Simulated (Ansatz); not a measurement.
**C₃H₆N₂O: how energies converge with the basis set**

One table from this session's results is given with a row withheld; the runs are named, their logs left out.

The runs use Ansatz 0.2.0, Gaussian basis; one geometry, several basis sets.

The runs, in order: PBE0-D4/def2-SVP; ωB97M-V/def2-SVP; PBE0-D4/def2-QZVPP; ωB97M-V/def2-QZVPP; the functionals' def2-TZVPP values are taken from earlier runs.

**The geometry**

All runs share one geometry, relaxed beforehand with PBE0-D4 in a triple-zeta def2 set.

SMILES `C=NC(=N)OC`, 12 atoms, charge 0, spin multiplicity 1.

Atoms are counted from 1 here; the program's logs count them from 0.

Bond lengths: C1–N2 1.265 Å, C1–H7 1.092 Å, C1–H8 1.089 Å, N2–C3 1.408 Å, C3–N4 1.264 Å, C3–O5 1.337 Å, N4–H9 1.016 Å, O5–C6 1.420 Å, C6–H10 1.088 Å, C6–H11 1.091 Å, C6–H12 1.091 Å. Angles: N2–C1–H7 123.7°, N2–C1–H8 118.0°, H7–C1–H8 118.2°, C1–N2–C3 119.1°, N2–C3–N4 122.8°, N2–C3–O5 115.1°, N4–C3–O5 122.1°, C3–N4–H9 108.4°, C3–O5–C6 115.8°, O5–C6–H10 105.8°, O5–C6–H11 110.5°, O5–C6–H12 110.5°, H10–C6–H11 110.7°, H10–C6–H12 110.7°, H11–C6–H12 108.5°.

Set-up of the first run:

Contents of in.yaml:

```yaml
crystal:
  periodic: [false, false, false]
  atoms:
    - {symbol: C, position_ang: [-0.011116, -2.033065, -0.997967]}
    - {symbol: N, position_ang: [-0.805351, -1.503859, -0.168153]}
    - {symbol: C, position_ang: [-0.543149, -0.200212, 0.296195]}
    - {symbol: N, position_ang: [-1.289778, 0.393298, 1.125303]}
    - {symbol: O, position_ang: [0.558218, 0.369787, -0.203500]}
    - {symbol: C, position_ang: [0.836456, 1.684299, 0.254913]}
    - {symbol: H, position_ang: [0.881173, -1.536801, -1.384830]}
    - {symbol: H, position_ang: [-0.230894, -3.041466, -1.344978]}
    - {symbol: H, position_ang: [-2.059184, -0.224883, 1.364871]}
    - {symbol: H, position_ang: [1.753677, 1.986175, -0.247478]}
    - {symbol: H, position_ang: [0.017623, 2.359608, 0.001541]}
    - {symbol: H, position_ang: [0.969323, 1.692116, 1.337984]}
basis:
  gaussian: {orbitals: def2-SVP}
hamiltonian: {xc: pbe0, dispersion: d4}
output: {orbitals: {seedname: orbitals}}
```

Run with:

```
$ ansatz run in.yaml --threads 4 --pin off --events-out ev --progress --plain --max-ram 10444MiB
```

Steps of the session up to this table: PBE0-D4 in def2-SVP; ωB97M-V in def2-SVP; PBE0-D4 in def2-QZVPP; ωB97M-V in def2-QZVPP.

One table of the session follows, with a row left open; its other results are not shown here.

It belongs to the step «Functionals by basis». 

```
functional       basis  HOMO (eV)
   PBE0-D4    def2-SVP      -7.72
   PBE0-D4  def2-TZVPP      -7.87
   PBE0-D4  def2-QZVPP          ?
   ωB97M-V    def2-SVP      -9.95
   ωB97M-V  def2-TZVPP     -10.13
   ωB97M-V  def2-QZVPP     -10.16
```

**Question.** Estimate the row for PBE0-D4, def2-QZVPP.

**Answer.** HOMO (eV): -7.91. In the column «HOMO (eV)» it lies between ωB97M-V, def2-SVP (-9.95) and PBE0-D4, def2-TZVPP (-7.87).
